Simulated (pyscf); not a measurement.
Single points on ωB97X-D3(BJ)/def2-SVP structures (PySCF, gas phase). Correlated levels are frozen-core, on RHF or UHF. ΔMP2 is the change of the MP2 total energy from the triple- to the quadruple-zeta basis.

Q: For the elementary gas-phase step F–SiH₃ + silane (SiH₄) → disilane (H₃Si–SiH₃) + hydrogen fluoride (HF) (singlet surface; F–Si, H–Si broken, Si–Si, F–H formed), what barrier and reaction energy does CCSD(T)/def2-TZVPP + ΔMP2(QZVPP) give, measured from the separated reactants?

A: ΔE‡ = 286.7 kJ/mol, ΔE = +123.8 kJ/mol. Zero-point energy shifts the barrier by -1.9 kJ/mol. It is a four-centre exchange, with an imaginary mode of 1230i cm⁻¹. At the saddle there is also a short H–Si contact that neither side keeps. One saddle was located; it need not be the lowest between these sides. The CCSD(T) − MP2 part came from Ansatz, without density fitting, on the same reference.
